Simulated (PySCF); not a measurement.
# H···H2N: magnetic exchange

Aim: compute the magnetic exchange of H···H2N.

Computed with PySCF 2.14.0 and routines of our own; the level stands in each step. Atoms count from 0.

## 1. The system as given

4 atoms, charge 0, high-spin multiplicity 3; geometry from: GFN2-xTB fragments, placed rigidly.

The system (radical pair): H···H2N. The radical centres are 1.38 Å apart; the spin sites are atom 0 (1 unpaired) and atoms 1, 2, 3 (1 unpaired).

## 2. Magnetic exchange: CASSCF and SC-NEVPT2/def2-TZVP (2,2)

What the job is given:

```
{"job": {"kind": "cas", "basis": "def2-TZVP", "active": "magnetic", "zfs": true}, "charge": 0, "high_spin_multiplicity": 3, "spin_sites": [[[0], 1], [[1, 2, 3], 1]]}
H     -0.000000     0.291400    -1.032800
N     -0.000000     0.291400     0.344300
H      0.830100    -0.291400     0.344300
H     -0.830000    -0.291400     0.344300
```

Level: CASSCF and SC-NEVPT2/def2-TZVP spin states, gas phase.

Run with:

```console
$ OMP_NUM_THREADS=1 python exch_run.py task.json out
```

This one command runs all jobs of the session in turn.

The program printed:

```text
start orbitals: natural orbitals of the high-spin HF determinant (converged)
active space: 2 electrons in 2 orbitals, 4 closed; orbitals optimised for multiplicities 3 1
macro   0  E = -56.0485588967  dE =  0.000e+00  |g| = 3.018e-01
macro   1  E = -56.0610840383  dE = -1.253e-02  |g| = 1.148e-01
macro   2  E = -56.0647650997  dE = -3.681e-03  |g| = 6.045e-02
macro   3  E = -56.0672317843  dE = -2.467e-03  |g| = 5.914e-02
macro   4  E = -56.0698893760  dE = -2.658e-03  |g| = 6.964e-02
macro   5  E = -56.0720403191  dE = -2.151e-03  |g| = 5.310e-02
macro   6  E = -56.0726852488  dE = -6.449e-04  |g| = 2.473e-02
macro   7  E = -56.0728112300  dE = -1.260e-04  |g| = 9.297e-03
macro   8  E = -56.0728271872  dE = -1.596e-05  |g| = 5.154e-03
macro   9  E = -56.0728301566  dE = -2.969e-06  |g| = 3.206e-03
macro  10  E = -56.0728313620  dE = -1.205e-06  |g| = 2.027e-03
macro  11  E = -56.0728317450  dE = -3.830e-07  |g| = 1.207e-03
macro  12  E = -56.0728318700  dE = -1.250e-07  |g| = 6.631e-04
macro  13  E = -56.0728319071  dE = -3.708e-08  |g| = 3.387e-04
macro  14  E = -56.0728319170  dE = -9.908e-09  |g| = 1.760e-04
CASSCF converged, mean energy = -56.0728319170
2S+1 = 3  root 0  E(CAS) = -55.97167455  E(NEVPT2) = -56.16704644  occupations 1.000 1.000
2S+1 = 1  root 0  E(CAS) = -56.17398929  E(NEVPT2) = -56.38894886  occupations 1.919 0.081
2S+1 = 1  root 1  E(CAS) = -55.69580187  E(NEVPT2) = -56.09754739  occupations 1.379 0.621
2S+1 = 1  root 2  E(CAS) = -55.42503192  E(NEVPT2) = -55.76226252  occupations 1.947 0.053
D(spin-spin) = -0.6556 cm-1, E/D = 0.017
D(spin-orbit) = 0.0003 cm-1, D(total) = -0.6557 cm-1, E/D = 0.017
```

Run time: 0.4 s. Hardware: 1 thread of AMD EPYC 9B14, shared host.

Key values:

| quantity | value |
| --- | --- |
| low less high spin (NEVPT2) | -139.2 kcal/mol |
| diradical index y0 | 0.08 |
| zero-field D | -0.656 cm⁻¹ |

Mulliken spin populations of the high-spin state:

| atom | value (e) |
| --- | --- |
| H0 | 1.08 |
| N1 | 0.90 |
| H2 | 0.01 |
| H3 | 0.01 |

## 3. Magnetic exchange: HF/def2-TZVP

What the job is given:

```
{"job": {"kind": "bs", "xc": "HF", "basis": "def2-TZVP", "rks": true}, "charge": 0, "high_spin_multiplicity": 3, "spin_sites": [[[0], 1], [[1, 2, 3], 1]]}
H     -0.000000     0.291400    -1.032800
N     -0.000000     0.291400     0.344300
H      0.830100    -0.291400     0.344300
H     -0.830000    -0.291400     0.344300
```

Level: HF/def2-TZVP high-spin, broken-symmetry and restricted single points, gas phase.

The program printed:

```text
high-spin state, multiplicity 3
final grid: 27112 points
cycle   1  E = -55.9371484554  dE = -1.358e-01  |g| = 2.573e-01  |ddm| = 3.145e+00
cycle   2  E = -55.9759095429  dE = -3.876e-02  |g| = 1.363e-01  |ddm| = 1.134e+00
cycle   3  E = -55.9844075279  dE = -8.498e-03  |g| = 3.663e-02  |ddm| = 1.453e-01
cycle   4  E = -55.9874331342  dE = -3.026e-03  |g| = 1.997e-02  |ddm| = 2.819e-01
cycle   5  E = -55.9889670457  dE = -1.534e-03  |g| = 1.384e-02  |ddm| = 2.013e-01
cycle   6  E = -55.9901373432  dE = -1.170e-03  |g| = 9.489e-03  |ddm| = 1.901e-01
cycle   7  E = -55.9907567734  dE = -6.194e-04  |g| = 7.338e-03  |ddm| = 8.844e-02
cycle   8  E = -55.9913358496  dE = -5.791e-04  |g| = 5.468e-03  |ddm| = 4.967e-02
cycle   9  E = -55.9918517227  dE = -5.159e-04  |g| = 2.899e-03  |ddm| = 6.068e-02
cycle  10  E = -55.9919323149  dE = -8.059e-05  |g| = 1.180e-03  |ddm| = 2.568e-02
cycle  11  E = -55.9919525659  dE = -2.025e-05  |g| = 9.537e-04  |ddm| = 2.126e-02
cycle  12  E = -55.9919536882  dE = -1.122e-06  |g| = 2.034e-04  |ddm| = 3.908e-03
cycle  13  E = -55.9919538120  dE = -1.238e-07  |g| = 5.987e-05  |ddm| = 2.010e-03
cycle  14  E = -55.9919538184  dE = -6.386e-09  |g| = 2.042e-05  |ddm| = 5.626e-04
converged SCF energy = -55.9919538184

broken-symmetry state, M_S = 0, start: spins of the second site flipped
final grid: 27112 points
cycle   1  E = -56.0486403582  dE = -7.459e-02  |g| = 1.027e-01  |ddm| = 5.070e-01
cycle   2  E = -56.0848514907  dE = -3.621e-02  |g| = 8.991e-02  |ddm| = 4.501e-01
cycle   3  E = -56.1105538287  dE = -2.570e-02  |g| = 7.539e-02  |ddm| = 3.518e-01
cycle   4  E = -56.1402276473  dE = -2.967e-02  |g| = 4.239e-02  |ddm| = 4.746e-01
cycle   5  E = -56.1461949822  dE = -5.967e-03  |g| = 2.548e-02  |ddm| = 1.458e-01
cycle   6  E = -56.1479917239  dE = -1.797e-03  |g| = 1.520e-02  |ddm| = 5.122e-02
cycle   7  E = -56.1488381873  dE = -8.465e-04  |g| = 1.543e-02  |ddm| = 6.374e-02
cycle   8  E = -56.1492620656  dE = -4.239e-04  |g| = 9.383e-03  |ddm| = 2.074e-02
cycle   9  E = -56.1497405918  dE = -4.785e-04  |g| = 6.775e-03  |ddm| = 3.469e-02
cycle  10  E = -56.1502025011  dE = -4.619e-04  |g| = 3.796e-03  |ddm| = 4.782e-02
cycle  11  E = -56.1504255874  dE = -2.231e-04  |g| = 1.513e-03  |ddm| = 4.969e-02
cycle  12  E = -56.1504471637  dE = -2.158e-05  |g| = 4.527e-04  |ddm| = 1.635e-02
cycle  13  E = -56.1504484713  dE = -1.308e-06  |g| = 1.686e-04  |ddm| = 4.276e-03
cycle  14  E = -56.1504485483  dE = -7.707e-08  |g| = 5.972e-05  |ddm| = 6.984e-04
cycle  15  E = -56.1504485583  dE = -9.941e-09  |g| = 1.968e-05  |ddm| = 2.588e-04
converged SCF energy = -56.1504485583

<S^2> high spin = 2.0126, broken symmetry = 0.0000
E(HS) - E(BS) = 34785.57 cm-1
J_noodleman = -34785.57 cm-1
J_unprojected = -17392.79 cm-1
J_yamaguchi = -17283.64 cm-1

restricted closed-shell singlet
final grid: 27112 points
cycle   1  E = -56.1144473884  dE = -6.944e-02  |g| = 4.088e-01  |ddm| = 5.595e-01
cycle   2  E = -56.1347891035  dE = -2.034e-02  |g| = 2.743e-01  |ddm| = 3.390e-01
cycle   3  E = -56.1501699897  dE = -1.538e-02  |g| = 1.883e-02  |ddm| = 1.286e-01
cycle   4  E = -56.1504256561  dE = -2.557e-04  |g| = 5.457e-03  |ddm| = 2.592e-02
cycle   5  E = -56.1504473225  dE = -2.167e-05  |g| = 1.147e-03  |ddm| = 8.458e-03
cycle   6  E = -56.1504485287  dE = -1.206e-06  |g| = 2.195e-04  |ddm| = 2.656e-03
cycle   7  E = -56.1504485566  dE = -2.789e-08  |g| = 5.384e-05  |ddm| = 4.044e-04
cycle   8  E = -56.1504485590  dE = -2.415e-09  |g| = 1.426e-05  |ddm| = 1.152e-04
converged SCF energy = -56.1504485590
```

It took 0.1 s on 1 thread of AMD EPYC 9B14, shared host.

The broken-symmetry state collapsed to a closed shell, so its J has no meaning.

Key values:

| quantity | value |
| --- | --- |
| closed shell less high spin | -99.5 kcal/mol |

## 4. Magnetic exchange: M06-2X/def2-TZVP

What the job is given:

```
{"job": {"kind": "bs", "xc": "M06-2X", "grid": 2, "basis": "def2-TZVP", "rks": true}, "charge": 0, "high_spin_multiplicity": 3, "spin_sites": [[[0], 1], [[1, 2, 3], 1]]}
H     -0.000000     0.291400    -1.032800
N     -0.000000     0.291400     0.344300
H      0.830100    -0.291400     0.344300
H     -0.830000    -0.291400     0.344300
```

Method: M06-2X/def2-TZVP high-spin, broken-symmetry and restricted single points, gas phase.

The program printed:

```text
high-spin state, multiplicity 3
final grid: 27112 points
cycle   1  E = -56.2875290781  dE = -6.286e-03  |g| = 1.843e-02  |ddm| = 1.863e-01
cycle   2  E = -56.2878464843  dE = -3.174e-04  |g| = 1.127e-02  |ddm| = 6.037e-02
cycle   3  E = -56.2879440007  dE = -9.752e-05  |g| = 4.873e-03  |ddm| = 2.534e-02
cycle   4  E = -56.2880153979  dE = -7.140e-05  |g| = 2.838e-03  |ddm| = 3.174e-02
cycle   5  E = -56.2880627847  dE = -4.739e-05  |g| = 1.818e-03  |ddm| = 2.836e-02
cycle   6  E = -56.2880959164  dE = -3.313e-05  |g| = 1.299e-03  |ddm| = 2.315e-02
cycle   7  E = -56.2881145552  dE = -1.864e-05  |g| = 6.892e-04  |ddm| = 1.512e-02
cycle   8  E = -56.2881205708  dE = -6.016e-06  |g| = 1.961e-04  |ddm| = 7.265e-03
cycle   9  E = -56.2881208311  dE = -2.603e-07  |g| = 4.059e-05  |ddm| = 2.201e-03
cycle  10  E = -56.2881208363  dE = -5.156e-09  |g| = 1.121e-05  |ddm| = 3.251e-04
converged SCF energy = -56.2881208363

broken-symmetry state, M_S = 0, start: spins of the second site flipped
final grid: 27112 points
cycle   1  E = -56.4213108517  dE = -1.422e-01  |g| = 1.534e-01  |ddm| = 1.212e+00
cycle   2  E = -56.4673993250  dE = -4.609e-02  |g| = 9.285e-02  |ddm| = 4.077e-01
cycle   3  E = -56.4807071915  dE = -1.331e-02  |g| = 7.545e-02  |ddm| = 2.086e-01
cycle   4  E = -56.4891926040  dE = -8.485e-03  |g| = 2.642e-02  |ddm| = 1.478e-01
cycle   5  E = -56.4908158500  dE = -1.623e-03  |g| = 1.052e-02  |ddm| = 5.875e-02
cycle   6  E = -56.4912203938  dE = -4.045e-04  |g| = 4.345e-03  |ddm| = 2.977e-02
cycle   7  E = -56.4912894175  dE = -6.902e-05  |g| = 1.788e-03  |ddm| = 1.205e-02
cycle   8  E = -56.4913010465  dE = -1.163e-05  |g| = 6.332e-04  |ddm| = 5.352e-03
cycle   9  E = -56.4913021074  dE = -1.061e-06  |g| = 1.701e-04  |ddm| = 1.818e-03
cycle  10  E = -56.4913021554  dE = -4.797e-08  |g| = 6.146e-05  |ddm| = 3.491e-04
cycle  11  E = -56.4913021604  dE = -5.023e-09  |g| = 1.153e-05  |ddm| = 1.131e-04
converged SCF energy = -56.4913021604

<S^2> high spin = 2.0056, broken symmetry = 0.0000
E(HS) - E(BS) = 44593.15 cm-1
J_noodleman = -44593.15 cm-1
J_unprojected = -22296.57 cm-1
J_yamaguchi = -22234.87 cm-1

restricted closed-shell singlet
final grid: 27112 points
cycle   1  E = -56.3760474748  dE =  2.798e-02  |g| = 7.015e-01  |ddm| = 7.725e-01
cycle   2  E = -56.2921116085  dE =  8.394e-02  |g| = 1.004e+00  |ddm| = 8.423e-01
cycle   3  E = -56.4905481217  dE = -1.984e-01  |g| = 5.345e-02  |ddm| = 4.227e-01
cycle   4  E = -56.4912924498  dE = -7.443e-04  |g| = 5.372e-03  |ddm| = 3.050e-02
cycle   5  E = -56.4913014165  dE = -8.967e-06  |g| = 1.663e-03  |ddm| = 6.334e-03
cycle   6  E = -56.4913021263  dE = -7.098e-07  |g| = 1.770e-04  |ddm| = 1.615e-03
cycle   7  E = -56.4913021580  dE = -3.170e-08  |g| = 4.621e-05  |ddm| = 4.234e-04
cycle   8  E = -56.4913021605  dE = -2.517e-09  |g| = 1.016e-05  |ddm| = 1.301e-04
converged SCF energy = -56.4913021605
```

It took 2.4 s on 1 thread of AMD EPYC 9B14, shared host.

The broken-symmetry state collapsed to a closed shell, so its J has no meaning.

From this job:

| quantity | value |
| --- | --- |
| closed shell less high spin | -127.5 kcal/mol |

## 5. Magnetic exchange: HF/def2-TZVP, X2C

What the job is given:

```
{"job": {"kind": "bs", "xc": "HF", "basis": "def2-TZVP", "rks": true, "x2c": true}, "charge": 0, "high_spin_multiplicity": 3, "spin_sites": [[[0], 1], [[1, 2, 3], 1]]}
H     -0.000000     0.291400    -1.032800
N     -0.000000     0.291400     0.344300
H      0.830100    -0.291400     0.344300
H     -0.830000    -0.291400     0.344300
```

Method: HF/def2-TZVP high-spin, broken-symmetry and restricted single points, scalar X2C, gas phase.

The program printed:

```text
high-spin state, multiplicity 3
final grid: 27112 points
cycle   1  E = -55.9650672933  dE = -1.354e-01  |g| = 2.564e-01  |ddm| = 3.141e+00
cycle   2  E = -56.0035671456  dE = -3.850e-02  |g| = 1.356e-01  |ddm| = 1.130e+00
cycle   3  E = -56.0119998207  dE = -8.433e-03  |g| = 3.656e-02  |ddm| = 1.452e-01
cycle   4  E = -56.0150160088  dE = -3.016e-03  |g| = 1.996e-02  |ddm| = 2.813e-01
cycle   5  E = -56.0165490614  dE = -1.533e-03  |g| = 1.386e-02  |ddm| = 2.008e-01
cycle   6  E = -56.0177233803  dE = -1.174e-03  |g| = 9.520e-03  |ddm| = 1.899e-01
cycle   7  E = -56.0183493456  dE = -6.260e-04  |g| = 7.365e-03  |ddm| = 8.896e-02
cycle   8  E = -56.0189342863  dE = -5.849e-04  |g| = 5.492e-03  |ddm| = 5.000e-02
cycle   9  E = -56.0194560914  dE = -5.218e-04  |g| = 2.921e-03  |ddm| = 6.115e-02
cycle  10  E = -56.0195375719  dE = -8.148e-05  |g| = 1.198e-03  |ddm| = 2.570e-02
cycle  11  E = -56.0195586475  dE = -2.108e-05  |g| = 9.767e-04  |ddm| = 2.171e-02
cycle  12  E = -56.0195598259  dE = -1.178e-06  |g| = 2.099e-04  |ddm| = 3.988e-03
cycle  13  E = -56.0195599575  dE = -1.315e-07  |g| = 6.231e-05  |ddm| = 2.058e-03
cycle  14  E = -56.0195599643  dE = -6.815e-09  |g| = 2.123e-05  |ddm| = 5.789e-04
converged SCF energy = -56.0195599643

broken-symmetry state, M_S = 0, start: spins of the second site flipped
final grid: 27112 points
cycle   1  E = -56.0765683225  dE = -7.489e-02  |g| = 1.028e-01  |ddm| = 5.080e-01
cycle   2  E = -56.1127434564  dE = -3.618e-02  |g| = 8.982e-02  |ddm| = 4.493e-01
cycle   3  E = -56.1385155524  dE = -2.577e-02  |g| = 7.509e-02  |ddm| = 3.530e-01
cycle   4  E = -56.1678776671  dE = -2.936e-02  |g| = 4.222e-02  |ddm| = 4.708e-01
cycle   5  E = -56.1737867074  dE = -5.909e-03  |g| = 2.536e-02  |ddm| = 1.448e-01
cycle   6  E = -56.1755754327  dE = -1.789e-03  |g| = 1.508e-02  |ddm| = 5.123e-02
cycle   7  E = -56.1764121587  dE = -8.367e-04  |g| = 1.532e-02  |ddm| = 6.316e-02
cycle   8  E = -56.1768320927  dE = -4.199e-04  |g| = 9.332e-03  |ddm| = 2.063e-02
cycle   9  E = -56.1773096710  dE = -4.776e-04  |g| = 6.750e-03  |ddm| = 3.476e-02
cycle  10  E = -56.1777708533  dE = -4.612e-04  |g| = 3.776e-03  |ddm| = 4.795e-02
cycle  11  E = -56.1779926202  dE = -2.218e-04  |g| = 1.500e-03  |ddm| = 4.977e-02
cycle  12  E = -56.1780137545  dE = -2.113e-05  |g| = 4.467e-04  |ddm| = 1.623e-02
cycle  13  E = -56.1780150270  dE = -1.273e-06  |g| = 1.663e-04  |ddm| = 4.224e-03
cycle  14  E = -56.1780151024  dE = -7.538e-08  |g| = 5.898e-05  |ddm| = 6.929e-04
cycle  15  E = -56.1780151122  dE = -9.831e-09  |g| = 1.932e-05  |ddm| = 2.606e-04
converged SCF energy = -56.1780151122

<S^2> high spin = 2.0126, broken symmetry = 0.0000
E(HS) - E(BS) = 34776.89 cm-1
J_noodleman = -34776.89 cm-1
J_unprojected = -17388.44 cm-1
J_yamaguchi = -17279.45 cm-1

restricted closed-shell singlet
final grid: 27112 points
cycle   1  E = -56.1420189068  dE = -6.930e-02  |g| = 4.088e-01  |ddm| = 5.589e-01
cycle   2  E = -56.1623418450  dE = -2.032e-02  |g| = 2.744e-01  |ddm| = 3.391e-01
cycle   3  E = -56.1777353927  dE = -1.539e-02  |g| = 1.886e-02  |ddm| = 1.287e-01
cycle   4  E = -56.1779921346  dE = -2.567e-04  |g| = 5.464e-03  |ddm| = 2.600e-02
cycle   5  E = -56.1780138715  dE = -2.174e-05  |g| = 1.149e-03  |ddm| = 8.474e-03
cycle   6  E = -56.1780150827  dE = -1.211e-06  |g| = 2.195e-04  |ddm| = 2.662e-03
cycle   7  E = -56.1780151106  dE = -2.782e-08  |g| = 5.363e-05  |ddm| = 4.040e-04
cycle   8  E = -56.1780151129  dE = -2.387e-09  |g| = 1.413e-05  |ddm| = 1.150e-04
converged SCF energy = -56.1780151129
```

Run time: 0.2 s. Hardware: 1 thread of AMD EPYC 9B14, shared host.

The broken-symmetry state collapsed to a closed shell, so its J has no meaning.

Key values:

| quantity | value |
| --- | --- |
| closed shell less high spin | -99.4 kcal/mol |

## 6. Magnetic exchange (NH₃ (+2) (triplet)): CASSCF and SC-NEVPT2/def2-TZVP (2,2), other SCF options

What the job is given:

```
{"job": {"kind": "cas", "basis": "def2-TZVP", "active": "natural", "max": 4, "thr": 0.008, "zfs": false, "scf": {"max_cycle": 97}, "max_cycle": 30}, "charge": 2, "high_spin_multiplicity": 3, "spin_sites": [[[0], 1], [[1, 2, 3], 1]]}
H     -0.000000     0.291400    -1.032800
N     -0.000000     0.291400     0.344300
H      0.830100    -0.291400     0.344300
H     -0.830000    -0.291400     0.344300
```

Method: CASSCF and SC-NEVPT2/def2-TZVP spin states, gas phase.

The program printed:

```text
start orbitals: natural orbitals of the high-spin HF determinant (converged)
active space: 2 electrons in 2 orbitals, 3 closed; orbitals optimised for multiplicities 3 1
macro   0  E = -54.9298076098  dE =  0.000e+00  |g| = 1.979e-01
macro   1  E = -54.9346982733  dE = -4.891e-03  |g| = 6.523e-02
macro   2  E = -54.9360121687  dE = -1.314e-03  |g| = 3.719e-02
macro   3  E = -54.9362173555  dE = -2.052e-04  |g| = 1.600e-02
macro   4  E = -54.9362721131  dE = -5.476e-05  |g| = 4.481e-03
macro   5  E = -54.9362765702  dE = -4.457e-06  |g| = 2.398e-03
macro   6  E = -54.9362777306  dE = -1.160e-06  |g| = 8.931e-04
macro   7  E = -54.9362778953  dE = -1.647e-07  |g| = 4.603e-04
macro   8  E = -54.9362779584  dE = -6.313e-08  |g| = 2.590e-04
CASSCF converged, mean energy = -54.9362779584
2S+1 = 3  root 0  E(CAS) = -54.95796716  E(NEVPT2) = -55.09417058  occupations 1.000 1.000
2S+1 = 1  root 0  E(CAS) = -54.91458875  E(NEVPT2) = -55.06140573  occupations 1.715 0.285
```

Wall time 0.1 s (1 thread of AMD EPYC 9B14, shared host).

Diagnosis: the input is at fault (wrong charge), so its values are no properties of the molecule.

## 7. Spin gaps side by side

J for H = −2J S1·S2; the gap is low spin less high spin (projected; unprojected where the broken-symmetry state collapsed; or NEVPT2):

| step | level | geometry | J (cm⁻¹) | gap (kcal/mol) | time |
| --- | --- | --- | --- | --- | --- |
| 2 | CASSCF and SC-NEVPT2/def2-TZVP (2,2) | one | – | -139.2 | 0.4 s |
| 3 | HF/def2-TZVP | one | – | -99.5 | 0.1 s |
| 4 | M06-2X/def2-TZVP | one | – | -127.5 | 2.4 s |
| 5 | HF/def2-TZVP, X2C | one | – | -99.4 | 0.2 s |

CASSCF times leave out a start SCF that an earlier step had already made.

## 8. Results

```
                                                                  quantity                               value
low less high spin (NEVPT2) (step 2, CASSCF and SC-NEVPT2/def2-TZVP (2,2))                     -139.2 kcal/mol
         diradical index y0 (step 2, CASSCF and SC-NEVPT2/def2-TZVP (2,2))                                0.08
               zero-field D (step 2, CASSCF and SC-NEVPT2/def2-TZVP (2,2))                         -0.656 cm⁻¹
                                                                      runs  0 failed, 1 ended on unsound input
```

In words: In step 2 y0 is under 0.15: in the low-spin state the magnetic electrons pair up in one orbital, so J is a formal number and only the gap is given.
